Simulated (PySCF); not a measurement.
**Gas-phase thermal properties of Si(NH2)4**

Energies from PySCF (xtb for GFN2), thermal terms from the rigid-rotor harmonic-oscillator model, ideal gas at 1 bar. 6-31G* has spherical d functions here. All species are closed-shell singlets. B3LYP is the form with VWN-RPA correlation. Si(NH2)4: computed as isolated molecules; such fragments, hydroxides, amides, oligomers or adducts are transient or little studied in the gas. The harmonic model lacks anharmonicity and excited electronic states, which grow with temperature; levels with a mode under 35 cm⁻¹ are left out. Internal rotation in Si(NH2)4 is treated as a harmonic vibration of one conformer, which makes the entropy rough.

```
level           point group  σ  ZPE (kJ/mol)  S°298 (J/mol/K)  Cp298 (J/mol/K)  S°1000 (J/mol/K)  H1000 − H298 (kJ/mol)
--------------  -----------  -  ------------  ---------------  ---------------  ----------------  ---------------------
B3LYP/6-31G*            D2d  4         280.5            335.0            136.9             559.1                  136.2
GFN2-xTB                D2d  4         269.8            354.4            141.4             582.1                  138.2
HF/6-31G*               D2d  4         299.0            329.2            132.1             547.5                  132.9
PBE/def2-SVP            D2d  4         270.1            342.3            142.2             571.8                  139.2
PBE0/def2-TZVP          D2d  4         280.7            336.2            138.7             561.8                  137.1
```
σ: rotational symmetry number. Electronic degeneracy used: 1. Frequencies are unscaled.
